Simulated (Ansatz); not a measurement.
AlH2Et (C2H7Al), 10 atoms. Hardware: 2 threads of Arm Neoverse V1 on a shared host.

Correlated methods freeze 7 core orbitals.

Problem. How many basis functions does each of these Ansatz runs have, and roughly what does it cost? r2SCAN-D4/def2-TZVP, charge 0 singlet, relaxation, 7 steps; CCSD(T)/def2-TZVPP, charge 0 singlet, energy, from earlier orbitals; PBE0-D4/def2-SVP, charge 0 singlet, energy with a search over starts; PBE-D4/def2-TZVP, charge 0 singlet, energy and forces, from earlier orbitals; r2SCAN-D4/def2-TZVP, charge 0 singlet, energy, from earlier orbitals; B97M-V/def2-TZVP, charge 0 singlet, energy, from earlier orbitals; r2SCANh-D4/def2-TZVP, charge 0 singlet, energy, from earlier orbitals; PBE-D4/def2-SVP, charge 0 singlet, energy, from earlier orbitals; MP2/def2-TZVP, charge 0 singlet, energy, from earlier orbitals; PBE0-D4/def2-SVP, charge 0 singlet, energy, from earlier orbitals; BLYP-D4/def2-TZVP, charge 0 singlet, energy, from earlier orbitals; PBE0-D4/def2-TZVP, charge 0 singlet, energy, from earlier orbitals.

Solution. Other jobs shared the machine, so times can vary by a factor of up to 3. A dash marks memory too small to be measured apart from the calling script's.

```tsv
run	functions	fitting or Cholesky vectors	wall time	peak host memory (GiB)
PBE-D4/def2-SVP, charge 0 singlet, energy, from earlier orbitals	81	915	0.9 s	–
PBE0-D4/def2-SVP, charge 0 singlet, energy, from earlier orbitals	81	948	0.95 s	–
MP2/def2-TZVP, charge 0 singlet, energy, from earlier orbitals	141	967	1.1 s	–
PBE0-D4/def2-SVP, charge 0 singlet, energy with a search over starts	81	948	1.4 s	–
BLYP-D4/def2-TZVP, charge 0 singlet, energy, from earlier orbitals	141	927	1.6 s	–
PBE-D4/def2-TZVP, charge 0 singlet, energy and forces, from earlier orbitals	141	927	1.9 s	–
PBE0-D4/def2-TZVP, charge 0 singlet, energy, from earlier orbitals	141	947	1.9 s	–
r2SCAN-D4/def2-TZVP, charge 0 singlet, energy, from earlier orbitals	141	927	3 s	–
r2SCANh-D4/def2-TZVP, charge 0 singlet, energy, from earlier orbitals	141	927	3.1 s	–
B97M-V/def2-TZVP, charge 0 singlet, energy, from earlier orbitals	141	927	6.5 s	–
r2SCAN-D4/def2-TZVP, charge 0 singlet, relaxation, 7 steps	141	927	16 s	–
CCSD(T)/def2-TZVPP, charge 0 singlet, energy, from earlier orbitals	202	1153	44 s	2.4
```
